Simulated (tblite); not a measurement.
Input of a run (GFN2-xTB geometry optimisation, gas phase (tblite 0.8.0)), started from a force field or distance geometry:
```
{"job": {"kind": "relax", "xc": "GFN2-xTB", "basis": "xTB"}, "charge": 0, "multiplicity": 2}
C     -1.711300     1.546900    -0.135100
C     -1.087900     0.254700    -0.594100
O      0.140700     0.067300     0.142500
C      0.792300    -1.129700    -0.239400
C      2.063200    -1.311800     0.544100
S      2.624900    -0.178000     1.707900
H     -1.044100     2.395900    -0.318500
H     -2.652600     1.733700    -0.661300
H     -1.916200     1.524700     0.943100
H     -1.765500    -0.587400    -0.378500
H     -0.874800     0.289700    -1.660200
H      0.132600    -1.993900    -0.026800
H      1.019100    -1.113300    -1.291600
H      2.668000    -2.193600     0.344600
H      1.607200     0.702800     1.601400
```

Output (eV, eV/Å):
```
step      E/eV     max force
  0    -554.63970    1.472
  1    -554.69480    0.335
  2    -554.70048    0.247
  3    -554.70576    0.188
  4    -554.70946    0.174
  5    -554.71118    0.091
  6    -554.71169    0.059
  7    -554.71197    0.056
  8    -554.71231    0.085
  9    -554.71268    0.093
 10    -554.71307    0.074
 11    -554.71345    0.048
 12    -554.71386    0.055
 13    -554.71430    0.059
 14    -554.71469    0.058
 15    -554.71495    0.041
 16    -554.71511    0.029
 17    -554.71523    0.034
 18    -554.71538    0.034
 19    -554.71552    0.031
 20    -554.71564    0.024
 21    -554.71572    0.025
 22    -554.71579    0.029
 23    -554.71590    0.030
 24    -554.71603    0.031
 25    -554.71617    0.030
 26    -554.71631    0.030
 27    -554.71645    0.031
 28    -554.71657    0.027
 29    -554.71667    0.022
 30    -554.71672    0.016
 31    -554.71676    0.015
 32    -554.71680    0.017
 33    -554.71684    0.017
 34    -554.71689    0.019
 35    -554.71693    0.015
 36    -554.71697    0.014
 37    -554.71699    0.011
 38    -554.71701    0.010
```

Summarise the run.

The energy falls by 7.5 kJ/mol over 38 L-BFGS steps, the largest force on an atom goes from 1.47 to 0.010 eV/Å, and the atoms move by 0.051 Å rms after alignment. Among the bonds, C2–O3 and C4–H13 change most and about equally (-0.035 to +0.034 Å). Bonds longer at the end by more than 0.005 Å: 3 of 14; shorter: 9. Among the angles that change most is H12–C4–H13, from 109.0° to 106.1°. The energy never rose by more than 1e-5 eV on the way. The first step brought 71 % of the lowering.

What are the final bond lengths?

C1–C2 1.520 Å, C2–O3 1.410 Å, O3–C4 1.405 Å, C4–C5 1.484 Å, C5–S6 1.712 Å, C1–H7 1.087 Å, C1–H8 1.086 Å, C1–H9 1.087 Å, C2–H10 1.101 Å, C2–H11 1.101 Å, C4–H12 1.110 Å, C4–H13 1.110 Å, C5–H14 1.071 Å, S6–H15 1.330 Å. Numbering counts from 1 in the input's order; the species is `CCOC[CH]S` [radical].

Time: 0.21 s of wall time. Hardware: Arm Neoverse V1, one thread, no GPU, shared host.

GFN2-xTB frequencies show an imaginary mode (128i cm⁻¹), so the point is no minimum at that level. 3 starts were optimised and ended at 0.00, 1.97 and 2.14 kcal/mol (GFN2-xTB); the lowest of these is shown.

Shape of the structure used: `[CH3:1][CH2:2][O:3][CH2:4][CH:5][SH:6]`: C1–C2–O3–C4 180°, C2–O3–C4–C5 -179°, O3–C4–C5–S6 -2°, H–S6–C5–C4 3°.

One conformer stands for the species.

All values are computed, not measured.
